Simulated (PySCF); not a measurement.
# SCl2O2 (sulfuryl chloride) at CCSD(T)/cc-pVDZ

Aim: the vertical ionisation energy of SCl2O2 (sulfuryl chloride) at CCSD(T)/cc-pVDZ, from 2 runs. 

Program for the calculation: PySCF 2.14.0.

2 further runs of the same task are left out: 1 that didn't finish, 1 set aside as unsound or not needed.

## 1. The molecule

SCl2O2 has 5 atoms, charge 0, and is taken as a singlet. As SMILES, `O=S(=O)(Cl)Cl`. The coordinates come from a PBE0-D4/def2-TZVP relaxation.

Bond lengths: O1–S2 1.415 Å, S2–O3 1.416 Å, S2–Cl4 2.013 Å, S2–Cl5 2.013 Å. Angles: O1–S2–O3 123.0°, O1–S2–Cl4 107.8°, O1–S2–Cl5 107.8°, O3–S2–Cl4 107.8°, O3–S2–Cl5 107.8°, Cl4–S2–Cl5 100.5°.

## 2. The energy at CCSD(T)/cc-pVDZ

Contents of calc.py:

```python
from pyscf import gto, scf, cc

mol = gto.M(
    atom='''
O      1.636692     0.567485    -2.355733
S     -0.129446     0.239617    -0.373788
O     -2.611035     1.235314    -0.455424
Cl    -0.396087    -3.486923     0.339962
Cl     1.499876     1.444507     2.845172
''',
    unit='bohr',
    basis='cc-pvdz',
    verbose=3,
    max_memory=1860,
)

hf = scf.RHF(mol)
hf.conv_tol = 1e-10
hf.kernel()
if not hf.converged:
    hf = hf.newton().run(hf.mo_coeff, hf.mo_occ)

mycc = cc.CCSD(hf, frozen=17)
mycc.kernel()
e_t = mycc.ccsd_t()
energy = mycc.e_tot + e_t
print(f'total energy: {energy:.8f} hartree')
```

On the command line:

```
$ OMP_NUM_THREADS=1 python calc.py
```

Output:

```text
converged SCF energy = -1466.13914065995
E(CCSD) = -1466.946640378862  E_corr = -0.8074997189072627
CCSD(T) correction = -0.0261228373074058
total energy: -1466.97276322 hartree
```

Wall time 25 s (1 thread of Arm Neoverse V1, shared host); peak memory 0.31 GiB.

## 3. The doublet cation at the same level

Contents of calc.py:

```python
from pyscf import gto, cc

mol = gto.Mole()
mol.atom = '''
O        0.866100       0.300300      -1.246600
S       -0.068500       0.126800      -0.197800
O       -1.381700       0.653700      -0.241000
Cl      -0.209600      -1.845200       0.179900
Cl       0.793700       0.764400       1.505600
'''
mol.basis = 'cc-pvdz'
mol.max_memory = 1860
mol.verbose = 4
mol.charge = 1
mol.spin = 1
mol.build()

mf = mol.UHF()
mf.conv_tol = 1e-10
mf.kernel()
if not mf.converged:
    mf = mf.newton().run(mf.mo_coeff, mf.mo_occ)

mycc = cc.CCSD(mf, frozen=17)
mycc.kernel()
e_t = mycc.ccsd_t()
e_tot = mycc.e_tot + e_t
print('E(%s) = %.9f' % ('CCSD(T)', e_tot))
```

On the command line:

```
$ OMP_NUM_THREADS=1 python calc.py
```

Output:

```text
PySCF version 2.14.0

[INPUT] num. atoms = 5
[INPUT] num. electrons = 65
[INPUT] charge = 1
[INPUT] spin (= nelec alpha-beta = 2S) = 1
[INPUT] symmetry False subgroup None
[INPUT] Mole.unit = angstrom
[INPUT] Symbol           X                Y                Z      unit          X                Y                Z       unit  Magmom
[INPUT]  1 O      0.866100000000   0.300300000000  -1.246600000000 AA    1.636691796486   0.567484755207  -2.355732586883 Bohr   0.0
[INPUT]  2 S     -0.068500000000   0.126800000000  -0.197800000000 AA   -0.129446239533   0.239617272595  -0.373787827439 Bohr   0.0
[INPUT]  3 O     -1.381700000000   0.653700000000  -0.241000000000 AA   -2.611034586312   1.235313967628  -0.455423996020 Bohr   0.0
[INPUT]  4 Cl    -0.209600000000  -1.845200000000   0.179900000000 AA   -0.396086595709  -3.486922645047   0.339961729809 Bohr   0.0
[INPUT]  5 Cl     0.793700000000   0.764400000000   1.505600000000 AA    1.499875625067   1.444506649618   2.845171653145 Bohr   0.0

nuclear repulsion = 404.86614234842
number of shells = 25
number of NR pGTOs = 175
number of NR cGTOs = 82
basis = cc-pvdz
ecp = {}

[... 117 lines left out ...]
converged SCF energy = -1465.67720467379  <S^2> = 0.81603138  2S+1 = 2.0649759
[... 12 lines left out ...]
Init t2, MP2 energy = -0.794709021167725
[... 42 lines left out ...]
UCCSD converged
[... 2 lines left out ...]
E(CCSD(T)) = -1466.527913892
```

Run time: 3.9 min. Hardware: 1 thread of Arm Neoverse V1, shared host; peak memory 0.84 GiB.

## 4. What came out

At CCSD(T)/cc-pVDZ, 17 core orbitals frozen:

| quantity | value |
| --- | --- |
| singlet SCl2O2: total energy | -1466.97276 Eh |
| singlet SCl2O2: dipole moment (Hartree–Fock density) | 2.10 D |
| singlet SCl2O2: HOMO energy (Hartree–Fock orbitals) | -13.64 eV |
| singlet SCl2O2: LUMO energy (Hartree–Fock orbitals) | 0.95 eV |
| singlet SCl2O2: HOMO–LUMO gap (Hartree–Fock orbitals) | 14.59 eV |
| singlet SCl2O2: correlation energy (17 core orbitals frozen) | -833.6 mEh |
| singlet SCl2O2: (T) correction | -26.12 mEh |
| singlet SCl2O2: T1 diagnostic | 0.016 |
| doublet cation: total energy | -1466.52791 Eh |
| doublet cation: HOMO energy (Hartree–Fock orbitals) (highest over α and β) | -19.09 eV |
| doublet cation: LUMO energy (Hartree–Fock orbitals) (lowest over α and β) | -11.36 eV |
| doublet cation: correlation energy (17 core orbitals frozen) | -850.7 mEh |
| doublet cation: (T) correction | -34.91 mEh |
| doublet cation: ⟨S²⟩ of the reference determinant | 0.816 |
| doublet cation: T1 diagnostic | 0.056 |
| vertical ionisation energy (to the doublet cation) | 12.105 eV |

**Reading.** Removing an electron at fixed nuclei costs 12.10 eV (1168 kJ/mol). The triples (singlet SCl2O2) make up 3.1 % of the correlation energy. The T1 diagnostic (doublet cation) of 0.056 is above the customary mark for such species, so a single reference may not serve. Mulliken charges (doublet cation) of the mean-field density run from -0.37 on O3 to +1.05 on S2. The triples (doublet cation) make up 4.1 % of the correlation energy.
